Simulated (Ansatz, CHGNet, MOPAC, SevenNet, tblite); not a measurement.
**Diamond: properties by level of theory**

Reference values: lattice constant a 3.553 Å (measured, static lattice: zero-point anharmonic expansion removed, our sources range from 3.543 to 3.555; as tabulated in Mejia-Rodriguez and Trickey (2018), arXiv:1807.09216); zone-centre TO phonon frequency 1333 cm⁻¹ (measured, low temperature, zero-point motion not removed; as tabulated in Kunc et al. (2003), arXiv:cond-mat/0304692); elastic constant C11 1081 GPa (measured, low temperature, zero-point motion not removed; as tabulated in Tanner et al. (2021), arXiv:2110.11888); elastic constant C44 579 GPa (measured, low temperature, zero-point motion not removed; as tabulated in Tanner et al. (2021), arXiv:2110.11888).

```tsv
level (code)	lattice constant a (Å)	TO(Γ) frequency (cm⁻¹)	elastic constant C11 (GPa)	elastic constant C44 (GPa)
GFN2-xTB (tblite)	3.539	1349	1094	629
PM7 semi-empirical Hartree-Fock (MOPAC)	3.572	1240	1181	585
CHGNet-r²SCAN	3.559	1041	670	282
SevenNet-0	3.571	1097	643	354
PBE-D3(BJ) (Ansatz)	3.557	1306	1068	574
```

Differences from the reference values (errors of the level alone only where the reference is corrected to a static lattice):

| level | lattice constant a (%) | zone-centre TO phonon frequency (%) | elastic constant C11 (%) | elastic constant C44 (%) |
|---|---|---|---|---|
| GFN2-xTB | -0.39 | +1.2 | +1.2 | +8.6 |
| PM7 semi-empirical Hartree-Fock (MOPAC) | +0.53 | -7.0 | +9.3 | +1.0 |
| CHGNet-r²SCAN | +0.17 | -22 | -38 | -51 |
| SevenNet-0 | +0.51 | -17.7 | -41 | -39 |
| PBE-D3(BJ) | +0.11 | -2.0 | -1.2 | -0.9 |

Nearest: lattice constant a, PBE-D3(BJ) or CHGNet-r²SCAN or GFN2-xTB; zone-centre TO phonon frequency, not ranked (one source); elastic constant C11, not ranked (one source); elastic constant C44, not ranked (one source).

Machine-learned potentials (CHGNet-r²SCAN, SevenNet-0) are trained on DFT data: a solid inside that data is no test of them.

Caveats: the dispersion coefficients are held fixed in the derivatives (PBE-D3(BJ)); the method was fitted mainly to molecules (GFN2-xTB, PM7 semi-empirical Hartree-Fock (MOPAC)); the run uses a supercell at the zone centre in place of a k mesh (GFN2-xTB, PM7 semi-empirical Hartree-Fock (MOPAC)). Ansatz's density-functional and Hartree–Fock values are scalar-relativistic unless marked +SOC, with PAW data made under PBE.

Differences are worked out from the printed values.

Computed values are for the static lattice.

Ansatz is a first-principles code.
